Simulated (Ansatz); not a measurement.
# CH₄AlN: how energies converge with the basis set

One table from this session's results is given with a row withheld; the runs are named, their logs left out.

Computed with Ansatz 0.2.0, Gaussian basis. Level: one geometry, several basis sets.

Plan: PBE0-D4/def2-SVP; ωB97M-V/def2-SVP; PBE0-D4/def2-QZVPP; ωB97M-V/def2-QZVPP; the functionals' def2-TZVPP values are taken from earlier runs.

## The relaxed structure

The geometry comes from an earlier relaxation with PBE0-D4 in a triple-zeta def2 set; it is a stationary point, not always the lowest conformer.

SMILES `[CH2]1[NH][AlH]1`, 7 atoms, charge 0, spin multiplicity 1.

Atoms are counted from 1 here; the program's logs count them from 0.

Bond lengths: C1–N2 1.507 Å, C1–Al3 1.919 Å, C1–H4 1.093 Å, C1–H5 1.093 Å, N2–Al3 1.720 Å, N2–H6 1.005 Å, Al3–H7 1.571 Å. Angles: N2–C1–Al3 58.8°, N2–C1–H4 115.4°, N2–C1–H5 115.4°, Al3–C1–H4 122.8°, Al3–C1–H5 122.8°, H4–C1–H5 110.7°, C1–N2–Al3 72.6°, C1–N2–H6 121.0°, Al3–N2–H6 166.4°, C1–Al3–N2 48.6°, C1–Al3–H7 166.1°, N2–Al3–H7 145.3°.

The first run:

The input, in.yaml:

```yaml
crystal:
  periodic: [false, false, false]
  atoms:
    - {symbol: C, position_ang: [-0.578581, -0.027232, -0.616287]}
    - {symbol: N, position_ang: [-0.125177, 0.516630, 0.714124]}
    - {symbol: Al, position_ang: [1.090303, -0.566768, 0.161325]}
    - {symbol: H, position_ang: [-1.474461, -0.652187, -0.586333]}
    - {symbol: H, position_ang: [-0.645067, 0.705651, -1.424082]}
    - {symbol: H, position_ang: [-0.688567, 1.174837, 1.222789]}
    - {symbol: H, position_ang: [2.482850, -1.218931, 0.482765]}
basis:
  gaussian: {orbitals: def2-SVP}
hamiltonian: {xc: pbe0, dispersion: d4}
output: {orbitals: {seedname: orbitals}}
```

The run is started by

```
> ansatz run in.yaml --threads 2 --pin off --events-out ev --progress --plain --max-ram 4352MiB
```

Steps of the session up to this table: PBE0-D4 in def2-SVP; ωB97M-V in def2-SVP; PBE0-D4 in def2-QZVPP; ωB97M-V in def2-QZVPP.

One of the session's tables, all rows but one given; the rest of the session is left out.

| functional | basis | HOMO (eV) |
| --- | --- | --- |
| PBE0-D4 | def2-SVP | -6.33 |
| PBE0-D4 | def2-TZVPP | -6.43 |
| PBE0-D4 | def2-QZVPP | -6.46 |
| ωB97M-V | def2-SVP | -8.62 |
| ωB97M-V | def2-TZVPP | -8.74 |
| ωB97M-V | def2-QZVPP | ? |

Q: Estimate the row for ωB97M-V, def2-QZVPP from the others.

As computed: HOMO (eV): -8.78. In the column «HOMO (eV)» it is the lowest.
